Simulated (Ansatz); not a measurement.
Saddle point of SiPH7S, singlet (SiH₄S ([SiH3][SH]) + PH₃ → SiPH₅ ([SiH3][PH2]) + H₂S; bonds formed: Si1–P7, S2–H6; bonds broken: Si1–S2, H6–P7), PBE0-D4/def2-TZVP structure:

```
atom    x (Å)    y (Å)    z (Å)
 Si1  -0.7133   0.7468  -0.5707
  S2   0.1482   0.8627   1.7161
  H3  -0.1969   0.4951  -1.9515
  H4  -0.6775   2.2452  -0.5527
  H5  -2.1105   0.3371  -0.3148
  H6   0.2801  -0.4357   0.9064
  P7   0.0989  -1.6923  -0.5015
  H8   1.3591   1.2444   1.2766
  H9   1.4772  -1.4595  -0.7540
 H10   0.3345  -2.3438   0.7459
```

Energies are electronic, without zero-point energy. Barriers and step energies count from the start structure reached by relaxing down the imaginary mode; all methods use the PBE0-D4 structures, on which another method's saddle can fall below an end. Ansatz 0.2.0; basis: def2-TZVPP, with def2-QZVPP for the basis limit; cores frozen in the correlated methods. B3LYP uses VWN-RPA correlation. Extrapolation: Hartree–Fock as exp(−7.88 √X), correlation as X^−2.97.

| method | barrier (eV) | step energy (eV) |
| --- | --- | --- |
| SPW92 | ? | 0.312 |
| PBE-D4 | ? | 0.311 |
| BLYP-D4 | ? | 0.362 |
| r2SCAN-D4 | 2.357 | 0.354 |
| B97M-V | 2.554 | 0.325 |
| PBE0-D4 | 2.384 | 0.335 |
| B3LYP-D4 | 2.602 | 0.376 |
| r2SCAN0-D4 | 2.538 | 0.367 |
| BHLYP-D4 | 2.948 | 0.411 |
| CAM-B3LYP-D4 | 2.804 | 0.381 |
| wB97X-V | 2.804 | 0.371 |
| wB97M-V | 2.708 | 0.389 |
| B2PLYP | 2.721 | 0.377 |
| PBE-QIDH | 2.626 | 0.369 |
| RPA on PBE | 2.736 | 0.358 |
| HF | 3.707 | 0.434 |
| MP2 | 2.671 | 0.400 |
| CCSD | 2.943 | 0.368 |
| CCSD(T) | 2.757 | 0.360 |

Q: Fill in the withheld barriers. (An estimate is asked for; the value comes from the calculation.)

A: By the calculation: SPW92 1.837; BLYP-D4 2.384; PBE-D4 2.102 eV. Each is the energy of the saddle less that of the start structure, by the same method.

For comparison, the barrier by CCSD(T) at an estimated basis limit (MP2 extrapolated from triple and quadruple zeta, plus CCSD(T) − MP2 in triple zeta) is 2.705 eV.

No T1 diagnostic of these runs exceeds 0.015.

Labels in which every atom is bracketed show which atoms are joined, not bond orders.

For scale, one of the runs: CCSD(T)/def2-TZVPP, 224 basis functions, launched by `ansatz run in.yaml --threads 4 --pin off --events-out ev --progress --plain --max-ram 9574MiB`. Time: 59 s of wall clock on 4 CPU threads of an Intel Xeon; the host was shared. Peak host memory: 3.2 GiB.
